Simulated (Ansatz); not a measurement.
# BH2+ (singlet): B3LYP, wB97M-V over a scan of the distance B1–H2, cc-pVQZ

How well do these functionals follow the top wave-function level for BH2+ (singlet) over a scan of the distance B1–H2?

Method: cc-pVQZ, all electrons in the functionals; program: Ansatz 0.2.0, Gaussian basis.

Plan: B3LYP, wB97M-V, at 0.961 Å; 1.070 Å; 1.179 Å; 1.273 Å; 1.449 Å; 1.609 Å; 1.850 Å; 2.208 Å; 2.629 Å; 3.261 Å; 4.099 Å.

## 1. The system

The geometry derives from a PBE0/def2-TZVP stationary point (not a proven minimum). One bond is set to the value named and the two fragments are kept rigid.

3 atoms, charge 1, spin multiplicity 1.

Atoms are counted from 1 here; the program's logs count them from 0.

Bond lengths: B1–H2 1.179 Å, B1–H3 1.179 Å. Angles: H2–B1–H3 180.0°.

No dispersion term is added; wB97M-V holds VV10 nonlocal correlation. B3LYP takes the VWN-RPA correlation.

The geometry shown and the zero of energy belong to the point 1.179 Å. The yardstick, FCI, and other wave-function levels (R restricted, U unrestricted, valence and pair active spaces) come from earlier runs.

## 2. B3LYP, 0.961 Å

File in.yaml:

```yaml
crystal:
  periodic: [false, false, false]
  atoms:
    - {symbol: B, position_ang: [0.000000, 0.000000, -0.072727]}
    - {symbol: H, position_ang: [0.000000, 0.000000, -1.033727]}
    - {symbol: H, position_ang: [0.000000, 0.000000, 1.106454]}
basis:
  gaussian: {orbitals: cc-pVQZ}
total_charge: 1
hamiltonian: {xc: {name: B3LYP}}
```

Run with:

```bash
$ ansatz run in.yaml --threads 2 --pin off --events-out ev --progress --plain --max-ram 24576MiB --backend cuda --devices 0, --max-vram 18GiB
```

The runs that follow: B3LYP, 1.070 Å; B3LYP, 1.179 Å; B3LYP, 1.273 Å; B3LYP, 1.449 Å; B3LYP, 1.609 Å; B3LYP, 1.850 Å; B3LYP, 2.208 Å; B3LYP, 2.629 Å; B3LYP, 3.261 Å; B3LYP, 4.099 Å; wB97M-V, 0.961 Å; wB97M-V, 1.070 Å; wB97M-V, 1.179 Å; wB97M-V, 1.273 Å; wB97M-V, 1.449 Å; wB97M-V, 1.609 Å; wB97M-V, 1.850 Å; wB97M-V, 2.208 Å; wB97M-V, 2.629 Å; wB97M-V, 3.261 Å; wB97M-V, 4.099 Å.

Q: Predict the results of all the runs planned. Wanted: span of the FCI curve; largest miss, B3LYP; largest miss, wB97M-V.

As calculated:

| quantity | value |
| --- | --- |
| span of the FCI curve | 5.263 eV |
| largest miss, B3LYP | -0.193 eV (3.261 Å) |
| largest miss, wB97M-V | +0.196 eV (2.208 Å) |

In words: All of them stay within 0.196 eV of the yardstick, too close to rank. B3LYP, wB97M-V clearly break the spin symmetry at some points (⟨S²⟩ up to 0.94 above the pure value), so energy there is bought with a mixed spin. Functionals and the yardstick converge differently with the basis, so part of each miss in cc-pVQZ is the basis.
